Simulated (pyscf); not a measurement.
## Routes from `[CH3][O][SiH3]` + `[OH][SiH3]`

Candidate steps break at most two bonds and form at most two. Each was searched with GFN2-xTB (tblite) first. Single points on ωB97X-D3(BJ)/def2-SVP structures (PySCF, gas phase). Energies: ωB97M-D3(BJ)/def2-TZVP, eV, from the separated reactants, singlet surface; ΔG‡ with ideal gas, 1 atm, RRHO with modes under 100 cm⁻¹ raised to 100, one conformer, R ln 2 for chiral ones without a mode under 150 cm⁻¹.

| products | type | ΔE‡ | ΔE | ΔG‡ 298 K | ΔG‡ 900 K | ν‡ (cm⁻¹) |
|---|---|---|---|---|---|---|
| CH₄ + HO–SiH₂–O–SiH₃ | four-centre exchange | 2.68 | -2.40 | 3.20 | 4.26 | 1113i |
| HO–SiH₂–CH₂–O–SiH₃ + H₂ | four-centre exchange | 3.06 | +0.29 | 3.55 | 4.68 | 1569i |

Row 1: On the reactant side the descent ends in a complex (not fully relaxed), 0.19 eV under the separated species and 2.91 eV under the saddle at ωB97X-D3(BJ)/def2-TZVP. 

Plain bond fissions and candidates not yet searched are not listed, and one of them may be faster. Each barrier is that of the saddle found; lower ones may exist.
